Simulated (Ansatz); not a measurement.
1T (CdI2-type) PtS2 was calculated with PBE+SOC (Ansatz, a quantum-chemistry and plane-wave program, PAW).

Run with plane-wave cutoff 520 eV, 12×12×8 k mesh (along the axes of the cell as run), Fermi–Dirac smearing 0.01 eV, PAW data made under PBE.

The cell is scaled about its equilibrium volume:

Shape and atoms are relaxed at each volume.

```json
[
 {"V (Å³/atom)": "22.939", "P (GPa)": "0.10", "direct gap at Γ (eV)": "3.186", "smallest gap on the k mesh (eV)": "1.405", "c (Å)": "6.220"},
 {"V (Å³/atom)": "23.417", "P (GPa)": "0.05", "direct gap at Γ (eV)": "3.224", "smallest gap on the k mesh (eV)": "1.446", "c (Å)": "6.349"},
 {"V (Å³/atom)": "23.894", "P (GPa)": "0.00", "direct gap at Γ (eV)": "3.231", "smallest gap on the k mesh (eV)": "1.481", "c (Å)": "6.478"},
 {"V (Å³/atom)": "24.372", "P (GPa)": "-0.02", "direct gap at Γ (eV)": "3.236", "smallest gap on the k mesh (eV)": "1.513", "c (Å)": "6.607"},
 {"V (Å³/atom)": "24.850", "P (GPa)": "-0.04", "direct gap at Γ (eV)": "3.241", "smallest gap on the k mesh (eV)": "1.541", "c (Å)": "6.737"}
]
```

The fundamental gap (1.46 eV at the equilibrium volume, with added k points) lies elsewhere than Γ–Γ.

Measured, for comparison: band gap 0.7 eV (temperature not stated, not corrected to a static lattice, bulk, cited; as tabulated in Two-dimensional noble-metal chalcogenides and phosphochalcogenides, Angew. …).

Note: for a layered or molecular solid the relaxed cell lies over 5 % above the published volume, where the minimum can be shallow; the cell comes from a level without a dispersion term, which matters for the spacing of layers, chains or molecules; the bulk modulus comes from volumes at which shape and atoms were relaxed.
